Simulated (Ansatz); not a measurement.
Rock-salt TiC, treated with PBE-D3(BJ) in Ansatz (plane waves, PAW).

Settings: plane-wave cutoff 520 eV, 16×16×16 k mesh, Fermi–Dirac smearing 0.1 eV, perturbation theory, no spin polarisation, scalar-relativistic PAW data made under PBE.

Computed at the level's own relaxed cell.

```
CELL_PARAMETERS angstrom
      0.00000     2.14544     2.14544
      2.14544     0.00000     2.14544
      2.14544     2.14544     0.00000
ATOMIC_POSITIONS crystal
  Ti 0.00000 0.00000 0.00000
  C  0.50000 0.50000 0.50000
```

Harmonic phonon frequencies (cm⁻¹; i marks an imaginary mode):

| q point | frequencies |
|---|---|
| Γ | … |
| X | … |
| U | 299 354 371 569 616 654 |

Problem. Fill in the missing entries.

Solution. 
- Γ, frequencies: 0 0 0 543 543 543
- X, frequencies: 298 298 372 542 542 611

No imaginary mode appears at these points.

Note: the dispersion coefficients are held fixed in the derivatives.

Ansatz is a quantum-chemistry and plane-wave program.
